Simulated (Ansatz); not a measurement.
# C4H4: the cost of one run

Computed with Ansatz 0.2.0 (the levels named in each step, unless a step's input says otherwise).

## (1) The system as given

Bond lengths: C1–C2 1.201 Å, C2–C3 1.411 Å, C3–C4 1.328 Å, C1–H5 1.049 Å, C3–H6 1.083 Å, C4–H7 1.078 Å, C4–H8 1.077 Å. Angles: C1–C2–C3 179.3°, C2–C1–H5 179.9°, C2–C3–C4 123.3°, C2–C3–H6 115.3°, C4–C3–H6 121.5°, C3–C4–H7 121.5°, C3–C4–H8 121.6°, H7–C4–H8 116.9°.

Structure file:

```xyz
8

C     0.7777    0.3388    1.6508
C     0.1139    0.1652    0.6653
C    -0.6799   -0.0370   -0.4834
C    -0.1842   -0.4220   -1.6533
H     1.3576    0.4895    2.5118
H    -1.7395    0.1460   -0.3510
H     0.8697   -0.6030   -1.7860
H    -0.8164   -0.5695   -2.5121
```

## (2) A rough first relaxation, PBE-D4/def2-SVP

This run stands in another session on the same molecule. It ended at:

```xyz
8

C     0.7843    0.3507    1.6990
C     0.1274    0.1660    0.6795
C    -0.6664   -0.0391   -0.4841
C    -0.1884   -0.4312   -1.6880
H     1.3734    0.5103    2.5912
H    -1.7511    0.1425   -0.3677
H     0.8848   -0.6218   -1.8435
H    -0.8651   -0.5693   -2.5445
```

## (3) Relaxation, HF/STO-3G

input.yaml reads:

```yaml
crystal:
  periodic: [false, false, false]
  atoms:
    - { symbol: C, position_ang: [0.78426202, 0.35070163, 1.69898424] }
    - { symbol: C, position_ang: [0.12744452, 0.16602116, 0.67954864] }
    - { symbol: C, position_ang: [-0.6664077, -0.03908715, -0.48408872] }
    - { symbol: C, position_ang: [-0.18835621, -0.43119679, -1.688049] }
    - { symbol: H, position_ang: [1.37339898, 0.51026098, 2.59117494] }
    - { symbol: H, position_ang: [-1.75106034, 0.14248262, -0.36766981] }
    - { symbol: H, position_ang: [0.88480381, -0.62183042, -1.84345583] }
    - { symbol: H, position_ang: [-0.8650851, -0.56929203, -2.54448445] }
basis:
  gaussian: { orbitals: STO-3G }
hamiltonian:
  xc: hf
relax:
  f_tol: 0.002
  max_steps: 150
```

Command:

```bash
ansatz run input.yaml --threads 2 --pin off --max-ram 5120MiB --backend cpu --events-out ev --progress --plain --runs-dir out
```

**Question.** How long does this run take on 2 threads of AMD EPYC 7R43 (Zen 3), shared host, and how much memory does it need?

About 3.1 s, with a peak of 0.088 GiB.
